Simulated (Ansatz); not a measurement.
## Ansatz (development build ahead of 0.2.0) run

```yaml
crystal:
  periodic: [false, false, false]
  atoms:
    - { symbol: B, position_ang: [0.0, 0.0, 0.0] }
    - { symbol: H, position_ang: [0.78078, 0.78078, 0.78078] }
    - { symbol: H, position_ang: [0.78078, -0.78078, -0.78078] }
    - { symbol: H, position_ang: [-0.78078, 0.78078, -0.78078] }
    - { symbol: H, position_ang: [-0.78078, -0.78078, 0.78078] }
basis:
  gaussian: { orbitals: cc-pVDZ }
total_charge: -1
hamiltonian:
  xc: hf
```

The input is written out in the form of the current development build from the run's settings.

Output:

| Quantity | Value |
| --- | --- |
| Converged | yes |
| Total energy | -26.96027 hartree |
| Spin squared of the determinant | 0.000 |

Caution: no diffuse functions for an anion.
